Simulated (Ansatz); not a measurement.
**Mg₂ (triplet): from Hartree-Fock to the top rungs at distance Mg1–Mg2 = 9.483 Å, aug-cc-pVTZ**

How much of the correlation energy of Mg₂ (triplet) does each wave-function method recover here?

The runs use Ansatz 0.2.0, Gaussian basis; aug-cc-pVTZ, core rule «outside noble gas», up to 10 orbitals frozen.

To be run: UHF; CCSD(T) on ROHF; CCSD(T) on UHF; BCCD(T) on ROHF; CCSDT(Q) on ROHF; CCSDT(Q) on UHF; Full CI.

25 further runs of the same task are left out: 5 for a known fault of the program, 16 that didn't finish, 4 set aside as unsound or not needed.

**1. What is computed**

The geometry derives from a PBE0/def2-TZVP stationary point (not a proven minimum). One bond is set to the value named and the two fragments are kept rigid.

2 atoms, charge 0, spin multiplicity 3.

Atoms are counted from 1 here; the program's logs count them from 0.

No contacts short enough for the rule that draws bonds.

**2. UHF**

Input file in.yaml:

```yaml
crystal:
  periodic: [false, false, false]
  atoms:
    - {symbol: Mg, position_ang: [0.000000, 0.000000, 0.000000]}
    - {symbol: Mg, position_ang: [0.000000, 0.000000, 9.483000]}
basis:
  gaussian: {orbitals: aug-cc-pVTZ}
magnetization: {spin_polarized: true, initial_magnetization: 2}
hamiltonian: {xc: hf}
output: {orbitals: {seedname: orbitals}}
```

On the command line:

```
> ansatz run in.yaml --threads 1 --pin off --events-out ev --progress --plain --max-ram 2393MiB
```

After this run come: CCSD(T) on ROHF; CCSD(T) on UHF; BCCD(T) on ROHF; CCSDT(Q) on ROHF; CCSDT(Q) on UHF; Full CI.

Q: Predict the results of all the runs planned. Wanted: FCI below the RHF energy; RMP2 from FCI; UMP2 from FCI; RCCSD from FCI; RCCSD(T) from FCI; UCCSD(T) from FCI; RCCSDT(Q) from FCI; UCCSDT(Q) from FCI; T1 diagnostic.

As calculated:

| quantity | value |
| --- | --- |
| FCI below the RHF energy | -1.0373 eV |
| RMP2 from FCI | +327.4 meV |
| UMP2 from FCI | +326.1 meV |
| RCCSD from FCI | -1.4 meV |
| RCCSD(T) from FCI | -1.5 meV |
| UCCSD(T) from FCI | -2.9 meV |
| RCCSDT(Q) from FCI | -1.6 meV |
| UCCSDT(Q) from FCI | -2.9 meV |
| levels within 1 kcal/mol (43 meV) | RCCSD, UCCSD, RCCSD(T), UCCSD(T), BCCD(T), RCCSDT, UCCSDT, RCCSDT(Q), UCCSDT(Q) |
| T1 diagnostic | 0.012 |
| effectively unpaired electrons | 2.53 |

In words: RCCSD(T) misses by -1.5 meV, 0.1 % of the correlation energy. UCCSD, UCCSD(T), UCCSDT, UCCSDT(Q) fall below full CI: unrestricted runs freeze a spin-polarised core, another one than full CI's, and coupled cluster isn't variational. The occupations show some static correlation. These misses are within one basis, not against nature; the frozen cores of restricted and unrestricted runs differ, which can shift their rows.
